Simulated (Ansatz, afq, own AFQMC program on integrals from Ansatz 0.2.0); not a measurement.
Where AFQMC and coupled cluster stand for H2F, doublet

| atom | x (Å) | y (Å) | z (Å) |
| --- | --- | --- | --- |
| H | 0.0000 | 0.0000 | -1.0070 |
| H | 0.0000 | 0.0000 | -0.1220 |
| F | 0.0000 | 0.0000 | 1.1290 |

Basis cc-pVTZ. Only valence electrons are correlated. AFQMC by an in-house program on the Cholesky factors that Ansatz 0.2.0 writes for its CCSD(T) run. The CISD trial takes its coefficients from CCSD amplitudes. Released means that phaseless walkers are propagated on without the constraint, phases kept. ± is one standard error of the sampling.

Determinant: UHF, the one that the program's search chose, which needn't be the lowest solution. The geometry is a point of a scan.

No full CI on the walks' own integrals is used here; CCSDT(Q) serves as the reference and is uncertain by about the last step of the cluster series.

Cautions: unrestricted determinant slightly spin contaminated (⟨S²⟩ 0.81 against 0.75); the released energies are still falling, so no released level is given (meV from the phaseless value at times in 1/Eh: -10 ± 4 at 0.24, -11 ± 3 at 0.51, -7 ± 3 at 0.99, -17 ± 3 at 1.62, -21 ± 5 at 2.40), though the last usable value meets CCSDT(Q) within the noise.

The T1 diagnostic is 0.0341 and the weight of the determinant in the CISD state is 0.915. The ⟨S²⟩ of the determinant is 0.806. The size of the correlated space is 9 electrons in 57 orbitals.

```tsv
level	correlation energy (eV)
MP2	-7.1297
CCSD	-7.6702
CCSD(T)	-7.8504
```

Q: Estimate where phaseless AFQMC with a CISD trial lies against CCSD(T) on the same integrals.

A: 0.09 ± 0.07 kcal/mol below CCSD(T). The gap is under twice the noise, so this walk alone can't tell the two apart.

Reference: CCSDT(Q), correlation energy -7.872 eV.

```json
{"level": "CCSD(T)", "E − E(reference) (kcal/mol)": "0.50", "share of correlation (%)": "99.73"}
{"level": "CCSDT", "E − E(reference) (kcal/mol)": "0.23", "share of correlation (%)": "99.88"}
{"level": "ph-AFQMC/CISD", "E − E(reference) (kcal/mol)": "0.41 ± 0.07", "share of correlation (%)": "99.78"}
```

A walk keeps the symmetry of its determinant, which the program's search chose and which needn't be the lowest solution, so a lower state of the same spin and another symmetry isn't excluded.
